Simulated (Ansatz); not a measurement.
Two shapes of singlet C3H8.

Shape 1:

```xyz
11

C     0.0000   -0.2568   -1.2710
C     0.0000    0.5795    0.0000
C     0.0000   -0.2568    1.2710
H     0.0000    0.3730   -2.1741
H     0.8875   -0.9088   -1.3208
H    -0.8875   -0.9088   -1.3208
H    -0.8792    1.2471    0.0000
H     0.8792    1.2471    0.0000
H     0.0000    0.3730    2.1741
H    -0.8875   -0.9088    1.3208
H     0.8875   -0.9088    1.3208
```

Shape 2:

```xyz
11

C     0.0000   -0.2363   -1.1693
C     0.0000    0.5331    0.0000
C     0.0000   -0.2363    1.1693
H     0.0000    0.3431   -2.0001
H     0.8165   -0.8361   -1.2151
H    -0.8165   -0.8361   -1.2151
H    -0.8088    1.1473    0.0000
H     0.8088    1.1473    0.0000
H     0.0000    0.3431    2.0001
H    -0.8165   -0.8361    1.2151
H     0.8165   -0.8361    1.2151
```

Basis set: def2-TZVP (spherical functions). Frozen core: 3 orbitals. Charge 0, multiplicity 1.

Computed with Ansatz (development build ahead of 0.2.0); each method stands on the lowest determinant of its kind that the runs found.

Question: Which shape is lower in energy, and by how much in each method?

Answer:

| method | E(2) − E(1) (eV) |
| --- | --- |
| RHF | 1.447 |
| RHF-MP2 | 1.545 |

Shape 1 is lower. Caution: no unrestricted run beside it, a lower state can exist.
